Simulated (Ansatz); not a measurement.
Two shapes of singlet SiH₂.

Shape 1:

```xyz
3

Si    0.0000    0.0000   -0.1342
H     0.0000    1.0962    0.9391
H     0.0000   -1.0962    0.9391
```

Shape 2:

```xyz
3

Si    0.0000    0.0000   -0.1234
H     0.0000    1.0085    0.8640
H     0.0000   -1.0085    0.8640
```

Basis set: cc-pVDZ (spherical functions). Frozen core: 5 orbitals. Charge 0, multiplicity 1.

Computed with Ansatz (development build ahead of 0.2.0); each method stands on the lowest determinant of its kind that the runs found.

(1) Which shape is lower in energy, and by how much in each method?

Answers

(1)

| method | E(2) − E(1) (eV) |
| --- | --- |
| RHF | 0.243 |
| RHF-MP2 | 0.251 |

Shape 1 is lower.
